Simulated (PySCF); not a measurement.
Bonds broken one at a time in the series Sn NH2-H. Gas-phase values, no solvent. One relaxed conformer stands for each flexible species; it need not be the lowest. Strings in code marks are SMILES.

The highest occupied spin orbital from two functionals at the same geometries (B3LYP-D3(BJ)/def2-TZVP), both in PySCF: PBE-D3(BJ)/def2-TZVP and M06-2X/def2-TZVP. 

```
species                               PBE-D3(BJ)/def2-TZVP (eV)
------------------------------------  -------------------------
radical fragment (`[NH2]`)                                -7.05
radical fragment (`[NH2][SnH][NH2]`)                      -4.39
radical fragment (`[NH2][SnH2]`)                          -4.64
radical fragment (`[SnH3]`)                               -5.17
```

Q: What does M06-2X/def2-TZVP give for each?

A: 
- radical fragment (`[NH2]`): -10.19
- radical fragment (`[NH2][SnH][NH2]`): -6.72
- radical fragment (`[NH2][SnH2]`): -6.85
- radical fragment (`[SnH3]`): -7.19
Over these rows, drawn at random from the members with no instability flagged (it was tested for open shells, ions and some series alone), PBE minus M06-2X: mean +2.42 eV, from +2.02 eV to +3.13 eV.
